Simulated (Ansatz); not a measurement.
**AlSiH (triplet): wave-function methods side by side at distance Si1–Al2 = 1.890 Å, 6-31G**

How much of the correlation energy of AlSiH (triplet) does each wave-function method recover here?

Method: 6-31G, core rule «outside noble gas», up to 10 orbitals frozen; program: Ansatz 0.2.0, Gaussian basis.

To be run: UHF; CCSD(T) on ROHF; CCSD(T) on UHF; BCCD(T) on ROHF; CISD; CCSDT(Q) on ROHF; CCSDT(Q) on UHF; CISDTQ; CCSDTQ on ROHF; CCSDTQ on UHF; CASSCF and MRCISD+Q, 4 electrons in 4 orbitals; CASSCF and NEVPT2, 4 electrons in 4 orbitals; CASSCF and MRCISD+Q, 8 electrons in 9 orbitals; CASSCF and NEVPT2, 8 electrons in 9 orbitals; Full CI.

17 further runs of the same task are left out: 13 that didn't finish, 4 set aside as unsound or not needed.

### 1 The system

The geometry derives from a PBE0/def2-TZVP stationary point (not a proven minimum). One bond is set to the value named and the two fragments are kept rigid.

3 atoms, charge 0, spin multiplicity 3.

Atoms are counted from 1 here; the program's logs count them from 0.

Bond lengths: Si1–Al2 1.890 Å, Al2–H3 1.599 Å. Angles: Si1–Al2–H3 180.0°.

### 2 UHF

Input file in.yaml:

```yaml
crystal:
  periodic: [false, false, false]
  atoms:
    - {symbol: Si, position_ang: [0.000000, 0.000000, 1.792955]}
    - {symbol: Al, position_ang: [0.000000, 0.000000, -0.097045]}
    - {symbol: H, position_ang: [0.000000, 0.000000, -1.695911]}
basis:
  gaussian: {orbitals: 6-31G}
magnetization: {spin_polarized: true, initial_magnetization: 2}
hamiltonian: {xc: hf}
output: {orbitals: {seedname: orbitals}}
```

The run is started by

```bash
ansatz run in.yaml --threads 1 --pin off --events-out ev --progress --plain --max-ram 2393MiB
```

Further steps of the session: CCSD(T) on ROHF; CCSD(T) on UHF; BCCD(T) on ROHF; CISD; CCSDT(Q) on ROHF; CCSDT(Q) on UHF; CISDTQ; CCSDTQ on ROHF; CCSDTQ on UHF; CASSCF and MRCISD+Q, 4 electrons in 4 orbitals; CASSCF and NEVPT2, 4 electrons in 4 orbitals; CASSCF and MRCISD+Q, 8 electrons in 9 orbitals; CASSCF and NEVPT2, 8 electrons in 9 orbitals; Full CI.

Q: Predict the results of all the runs planned. Wanted: FCI below the RHF energy; RMP2 from FCI; UMP2 from FCI; RCCSD from FCI; RCCSD(T) from FCI; UCCSD(T) from FCI; RCCSDT(Q) from FCI; UCCSDT(Q) from FCI; NEVPT2 pair from FCI.

The runs gave:

| quantity | value |
| --- | --- |
| FCI below the RHF energy | -2.2296 eV |
| RMP2 from FCI | +62.3 kJ/mol |
| UMP2 from FCI | +61.4 kJ/mol |
| RCCSD from FCI | +8.0 kJ/mol |
| RCCSD(T) from FCI | +2.5 kJ/mol |
| UCCSD(T) from FCI | +2.5 kJ/mol |
| RCCSDT(Q) from FCI | +0.1 kJ/mol |
| UCCSDT(Q) from FCI | 0.0 kJ/mol |
| NEVPT2 pair from FCI | +58.0 kJ/mol |
| MRCISD+Q pair from FCI | +0.3 kJ/mol |
| NEVPT2 valence from FCI | +21.2 kJ/mol |
| levels within 1 kcal/mol (43 meV) | RCCSD(T), UCCSD(T), BCCD(T), RCCSDT, UCCSDT, CISDTQ, RCCSDT(Q), UCCSDT(Q), RCCSDTQ, UCCSDTQ, MRCISD+Q pair, MRCISD valence, MRCISD+Q valence |
| T1 diagnostic | 0.023 |
| effectively unpaired electrons | 2.05 |

In words: RCCSD(T) lands +2.5 kJ/mol from the yardstick (1.2 % of the correlation energy). One determinant dominates. Of the multireference levels listed MRCISD+Q pair comes nearest in total energy (+0.3 kJ/mol), which doesn't show that its space is the better one. These misses are within one basis, not against nature; the frozen cores of restricted and unrestricted runs differ, which can shift their rows.
